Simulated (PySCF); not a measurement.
B3LYP has the VWN-RPA correlation part, as in Gaussian. 

Cartesian coordinates (Å):
SMILES: [CH3]
```xyz
4

C      0.0000     0.0000     0.0000
H      1.0467    -0.2620     0.0009
H     -0.7503    -0.7754     0.0001
H     -0.2964     1.0375    -0.0010
```
Charge 0, spin multiplicity 2.

Question: What is the computed dipole moment, total energy and highest occupied spin orbital (B3LYP-D3(BJ)/def2-TZVP in PySCF 2.14.0)?

Answer: 
The dipole moment comes out as 0.00 D. The total energy is -1084.65 eV and the highest occupied spin orbital is -6.45 eV.
